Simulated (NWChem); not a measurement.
System: C2H6S anion, doublet; SMILES of the neutral closed-shell parent CCS

Input file for NWChem:

```
start job
memory heap 200 mb stack 900 mb global 1100 mb
charge -1
geometry units angstroms noautoz
  C      0.374572    -1.681593    -0.119184
  C     -0.556359    -0.477964     0.018949
  S      0.282790     1.148453    -0.187341
  H     -0.188265    -2.627741    -0.001013
  H      1.155724    -1.645021     0.656959
  H      0.867495    -1.684392    -1.104698
  H     -1.365396    -0.526418    -0.722932
  H     -1.011487    -0.476959     1.032147
  H      0.409788     1.250844     1.331009
end
basis spherical
  C library 6-31+g*
  S library 6-31+g*
  H library 6-31+g*
end
dft
  odft
  mult 2
  xc b3lyp
  iterations 150
  mulliken
end
task dft energy
```

NWChem printed, in part:

```
             Northwest Computational Chemistry Package (NWChem) 7.3.0
             --------------------------------------------------------

 C1  symmetry detected

                             Geometry "geometry" -> ""
                             -------------------------

 Output coordinates in angstroms (scale by  1.889725989 to convert to a.u.)

  No.       Tag          Charge          X              Y              Z
 ---- ---------------- ---------- -------------- -------------- --------------
    1 C                    6.0000     0.37564538    -1.65440839    -0.01072074
    2 C                    6.0000    -0.63096637    -0.50543106    -0.04265673
    3 S                   16.0000     0.13893482     1.16747695    -0.06694285
    4 H                    1.0000    -0.14504443    -2.63155922    -0.01279405
    5 H                    1.0000     0.98991373    -1.59217550     0.90182262
    6 H                    1.0000     1.04796625    -1.61041992    -0.88265447
    7 H                    1.0000    -1.27846243    -0.58172789    -0.92707955
    8 H                    1.0000    -1.27147067    -0.54976172     0.86371059
    9 H                    1.0000    -0.03393358     1.24504985     1.44834527

 Effective nuclear repulsion energy (a.u.)     105.5418231223

                                 NWChem DFT Module
                                 -----------------

 Summary of "ao basis" -> "ao basis" (spherical)
 ------------------------------------------------------------------------------
       Tag                 Description            Shells   Functions and Types
 ---------------- ------------------------------  ------  ---------------------
 C                          6-31+g*                  8       18   4s3p1d
 S                          6-31+g*                 10       22   5s4p1d
 H                          6-31+g*                  2        2   2s

            General Information
            -------------------
          SCF calculation type: DFT
          Wavefunction type:  spin polarized.
          No. of atoms     :     9
          No. of electrons :    35
           Alpha electrons :    18
            Beta electrons :    17
          Charge           :    -1
          Spin multiplicity:     2
          Use of symmetry is: off; symmetry adaption is: off
          Maximum number of iterations: 150
          AO basis - number of functions:    70
                     number of shells:    38
          Convergence on energy requested:  1.00D-06
          Convergence on density requested:  1.00D-05
          Convergence on gradient requested:  5.00D-04

              XC Information
              --------------
                         B3LYP Method XC Potential
                     Hartree-Fock (Exact) Exchange  0.200
                        Slater Exchange Functional  0.800 local
                    Becke 1988 Exchange Functional  0.720 non-local
              Lee-Yang-Parr Correlation Functional  0.810
                  VWN I RPA Correlation Functional  0.190 local

             Grid Information
             ----------------
          Grid used for XC integration:  medium
          Radial quadrature: Mura-Knowles
          Angular quadrature: Lebedev.
          Tag              B.-S. Rad. Rad. Pts. Rad. Cut. Ang. Pts.
          ---              ---------- --------- --------- ---------
          C                   0.70       49          12.0       434
          S                   1.00       88          12.0       590
          H                   0.35       45          12.0       434
          Grid pruning is: on
          Number of quadrature shells:   456
          Spatial weights used:  Erf1

      Superposition of Atomic Density Guess
      -------------------------------------

 Sum of atomic energies:        -475.77262910

 Renormalizing density from      34.00 to     35

      Non-variational initial energy
      ------------------------------

 Total energy =    -485.909542
 1-e energy   =    -887.866255
 2-e energy   =     296.414889
 HOMO         =       0.216733
 LUMO         =       0.226995

     ---------------------------------------------
      Total Density - Mulliken Population Analysis
     ---------------------------------------------

    Atom       Charge   Shell Charges
 -----------   ------   -------------------------------------------------------
    1 C    6     4.08   2.00  0.69  1.80  0.68  1.20 -3.39  1.07  0.03
    2 C    6     8.03   2.00  0.64  1.62  0.68  1.13  0.86  1.06  0.03
    3 S   16    17.79   2.00  2.00  5.95  1.11  2.31  0.74  1.65  0.80  1.21  0.03
    4 H    1     0.83   0.49  0.34
    5 H    1     0.83   0.48  0.34
    6 H    1     0.83   0.48  0.35
    7 H    1     0.85   0.49  0.35
    8 H    1     0.84   0.49  0.35
    9 H    1     0.92   0.39  0.53

     --------------------------------------------
      Spin Density - Mulliken Population Analysis
     --------------------------------------------

    Atom       Charge   Shell Charges
 -----------   ------   -------------------------------------------------------
    1 C    6    -2.47   0.00  0.01  0.02 -0.00 -0.01 -3.44  0.95  0.00
    2 C    6     1.79   0.00  0.00  0.01 -0.00 -0.00  0.73  1.06  0.00
    3 S   16     1.69   0.00  0.00  0.00 -0.00  0.01 -0.01  0.01  0.83  0.85  0.00
    4 H    1    -0.03   0.00 -0.03
    5 H    1     0.01  -0.00  0.01
    6 H    1     0.01   0.00  0.01
    7 H    1    -0.00   0.00 -0.00
    8 H    1    -0.00  -0.00 -0.00
    9 H    1     0.00   0.00 -0.00

   convergence    iter        energy       DeltaE   RMS-Dens  Diis-err
 ---------------- ----- ----------------- --------- --------- ---------
 d= 0,ls=0.0,diis     1   -477.7217713603 -5.83D+02  1.52D+00  3.56D-01
                                                     1.82D-02  3.49D-01
 d= 0,ls=0.0,diis     2   -477.5687860550  1.53D-01  3.83D-01  6.09D-01
                                                     1.04D-02  5.53D-01
 d= 0,ls=0.0,diis     3   -477.9612426045 -3.92D-01  8.60D-02  5.66D-03
                                                     3.15D-03  5.59D-03
 d= 0,ls=0.0,diis     4   -477.9632499230 -2.01D-03  6.45D-02  3.48D-03
                                                     1.11D-03  3.14D-03
 d= 0,ls=0.0,diis     5   -477.9659230683 -2.67D-03  1.69D-02  3.48D-04
                                                     4.11D-04  3.36D-04
  Resetting Diis
 d= 0,ls=0.0,diis     6   -477.9661851761 -2.62D-04  2.09D-02  3.50D-05
                                                     1.76D-04  3.49D-05
 d= 0,ls=0.0,diis     7   -477.9662404411 -5.53D-05  1.51D-02  3.95D-06
                                                     1.31D-04  2.97D-06
 d= 0,ls=0.0,diis     8   -477.9662547929 -1.44D-05  5.31D-03  3.50D-06
                                                     4.12D-05  2.87D-06
 d= 0,ls=0.0,diis     9   -477.9662593054 -4.51D-06  7.37D-03  8.82D-07
                                                     3.44D-05  7.57D-07
 d= 0,ls=0.0,diis    10   -477.9662623374 -3.03D-06  5.77D-03  1.55D-07
                                                     3.98D-05  1.05D-07
 d= 0,ls=0.0,diis    11   -477.9662631498 -8.12D-07  7.39D-04  2.15D-08
                                                     4.69D-06  2.23D-08
 d= 0,ls=0.0,diis    12   -477.9662631775 -2.77D-08  1.60D-04  1.28D-09
                                                     1.44D-06  1.34D-09
 d= 0,ls=0.0,diis    13   -477.9662631798 -2.30D-09  5.29D-05  1.94D-10
                                                     5.83D-07  2.03D-10
 d= 0,ls=0.0,diis    14   -477.9662631802 -3.72D-10  1.30D-05  6.02D-11
                                                     1.90D-07  5.05D-11
 d= 0,ls=0.0,diis    15   -477.9662631802 -8.13D-11  2.74D-05  4.97D-12
                                                     1.51D-07  4.81D-12
 d= 0,ls=0.0,diis    16   -477.9662631803 -3.27D-11  1.79D-05  1.17D-12
                                                     9.88D-08  6.86D-13
 d= 0,ls=0.0,diis    17   -477.9662631803 -3.07D-12  6.67D-06  2.55D-13
                                                     3.00D-08  2.75D-13

         Total DFT energy =     -477.966263180283
      One electron energy =     -871.785588797873
           Coulomb energy =      327.170906089610
    Exchange-Corr. energy =      -38.893403594337
 Nuclear repulsion energy =      105.541823122316

 Numeric. integr. density =       35.000004618989

                    DFT Final Alpha Molecular Orbital Analysis
                    ------------------------------------------

 Vector   16  Occ=1.000000D+00  E=-1.423461D-01
              MO Center= -4.6D-02,  6.5D-01,  4.8D-02, r^2= 3.0D+00
   Bfn.  Coefficient  Atom+Function         Bfn.  Coefficient  Atom+Function
  ----- ------------  ---------------      ----- ------------  ---------------
    45     -0.334327  3 S  pz                44      0.315464  3 S  py
    46      0.245350  3 S  s                 70     -0.206561  9 H  s
    42      0.195102  3 S  s                 43      0.180308  3 S  px
    23      0.170254  2 C  pz                22     -0.169032  2 C  py
    68      0.161656  8 H  s                 69     -0.162386  9 H  s

 Vector   17  Occ=1.000000D+00  E=-5.365815D-02
              MO Center=  1.2D-01,  1.0D+00, -6.0D-02, r^2= 2.2D+00
   Bfn.  Coefficient  Atom+Function         Bfn.  Coefficient  Atom+Function
  ----- ------------  ---------------      ----- ------------  ---------------
    43      0.603642  3 S  px                47      0.340840  3 S  px
    44     -0.274598  3 S  py                39     -0.229190  3 S  px
    28      0.185666  2 C  s                 10     -0.176053  1 C  s
     6     -0.162278  1 C  s                 48     -0.158333  3 S  py
    51      0.123107  3 S  px                 4     -0.105332  1 C  py

 Vector   18  Occ=1.000000D+00  E= 9.220330D-02
              MO Center= -4.0D-01,  5.2D-02,  5.3D-01, r^2= 8.2D+00
   Bfn.  Coefficient  Atom+Function         Bfn.  Coefficient  Atom+Function
  ----- ------------  ---------------      ----- ------------  ---------------
    50      3.907121  3 S  s                 10     -2.273550  1 C  s
    30     -1.833366  2 C  py                52     -1.271524  3 S  py
    12     -0.671488  1 C  py                51     -0.654026  3 S  px
    46     -0.650707  3 S  s                 28     -0.555388  2 C  s
    11      0.529199  1 C  px                70      0.429530  9 H  s

 Vector   19  Occ=0.000000D+00  E= 1.383779D-01
              MO Center=  8.4D-01, -2.5D+00,  1.5D-02, r^2= 9.5D+00
   Bfn.  Coefficient  Atom+Function         Bfn.  Coefficient  Atom+Function
  ----- ------------  ---------------      ----- ------------  ---------------
    10      4.748085  1 C  s                 28     -4.261595  2 C  s
    12      2.098657  1 C  py                30      1.667480  2 C  py
    11     -1.434285  1 C  px                50     -1.075453  3 S  s
    29     -0.829419  2 C  px                52      0.510645  3 S  py
    70      0.352873  9 H  s                 49     -0.304183  3 S  pz

 Vector   20  Occ=0.000000D+00  E= 1.499341D-01
              MO Center= -5.8D-01, -4.3D-01,  6.6D-02, r^2= 1.3D+01
   Bfn.  Coefficient  Atom+Function         Bfn.  Coefficient  Atom+Function
  ----- ------------  ---------------      ----- ------------  ---------------
    28      8.029335  2 C  s                 10     -4.758393  1 C  s
    50     -2.701227  3 S  s                 29      2.191468  2 C  px
    12     -1.534816  1 C  py                52      1.368741  3 S  py
    11      1.260964  1 C  px                46     -0.699134  3 S  s
    51      0.565426  3 S  px                30      0.387686  2 C  py

 Vector   21  Occ=0.000000D+00  E= 1.660241D-01
              MO Center=  1.5D-01,  1.6D+00, -4.3D-01, r^2= 1.1D+01
   Bfn.  Coefficient  Atom+Function         Bfn.  Coefficient  Atom+Function
  ----- ------------  ---------------      ----- ------------  ---------------
    10      5.616019  1 C  s                 28     -4.243936  2 C  s
    29     -1.611504  2 C  px                12      1.448270  1 C  py
    30      1.323968  2 C  py                52      1.131635  3 S  py
    11     -0.872996  1 C  px                51      0.496749  3 S  px
    13     -0.375008  1 C  pz                50     -0.310329  3 S  s

                     DFT Final Beta Molecular Orbital Analysis
                     -----------------------------------------

 Vector   15  Occ=1.000000D+00  E=-1.663108D-01
              MO Center= -1.7D-01,  1.1D-02,  1.4D-01, r^2= 3.3D+00
   Bfn.  Coefficient  Atom+Function         Bfn.  Coefficient  Atom+Function
  ----- ------------  ---------------      ----- ------------  ---------------
    44      0.346446  3 S  py                22     -0.249066  2 C  py
    45      0.219224  3 S  pz                65      0.163402  7 H  s
    70      0.163700  9 H  s                 66      0.161658  7 H  s
     4      0.157031  1 C  py                23     -0.156242  2 C  pz
    69      0.152509  9 H  s                 26     -0.149687  2 C  py

 Vector   16  Occ=1.000000D+00  E=-1.345984D-01
              MO Center= -2.2D-02,  7.8D-01,  5.7D-02, r^2= 2.8D+00
   Bfn.  Coefficient  Atom+Function         Bfn.  Coefficient  Atom+Function
  ----- ------------  ---------------      ----- ------------  ---------------
    45      0.393039  3 S  pz                44     -0.273955  3 S  py
    46     -0.217360  3 S  s                 42     -0.207619  3 S  s
    70      0.204630  9 H  s                 69      0.176737  9 H  s
    23     -0.170489  2 C  pz                43     -0.170230  3 S  px
    49      0.155969  3 S  pz                41     -0.151779  3 S  pz

 Vector   17  Occ=1.000000D+00  E=-5.051794D-02
              MO Center=  1.2D-01,  1.0D+00, -6.0D-02, r^2= 2.2D+00
   Bfn.  Coefficient  Atom+Function         Bfn.  Coefficient  Atom+Function
  ----- ------------  ---------------      ----- ------------  ---------------
    43      0.602705  3 S  px                47      0.340928  3 S  px
    44     -0.274651  3 S  py                39     -0.229001  3 S  px
     6     -0.164863  1 C  s                 48     -0.161961  3 S  py
    10     -0.157814  1 C  s                 28      0.154276  2 C  s
    51      0.124564  3 S  px                 4     -0.104601  1 C  py

 Vector   18  Occ=0.000000D+00  E= 1.332660D-01
              MO Center=  3.0D-01, -2.1D+00, -2.4D-02, r^2= 1.0D+01
   Bfn.  Coefficient  Atom+Function         Bfn.  Coefficient  Atom+Function
  ----- ------------  ---------------      ----- ------------  ---------------
    50     -3.971258  3 S  s                 10      3.672243  1 C  s
    30      2.270009  2 C  py                12      1.541579  1 C  py
    52      1.348842  3 S  py                11     -1.139071  1 C  px
    28     -0.998514  2 C  s                 51      0.595913  3 S  px
    46      0.375961  3 S  s                  6      0.308068  1 C  s

 Vector   19  Occ=0.000000D+00  E= 1.488558D-01
              MO Center= -2.6D-01, -1.3D+00,  4.5D-02, r^2= 1.3D+01
   Bfn.  Coefficient  Atom+Function         Bfn.  Coefficient  Atom+Function
  ----- ------------  ---------------      ----- ------------  ---------------
    28      8.741423  2 C  s                 10     -5.972135  1 C  s
    50     -2.759543  3 S  s                 12     -2.261240  1 C  py
    29      2.154219  2 C  px                11      1.591164  1 C  px
    52      0.931510  3 S  py                51      0.540980  3 S  px
    24      0.379127  2 C  s                 30     -0.304519  2 C  py

[...]
```

Level: B3LYP/6-31+G* (spherical d), spin-unrestricted. The geometry was optimised at B3LYP/def2-SVPD, spin-unrestricted. No frequency run checked for a minimum. This spin state was assumed; another may lie lower. No stability test was run on the SCF state. The highest occupied level is positive, so the extra electron may be held by the finite basis.
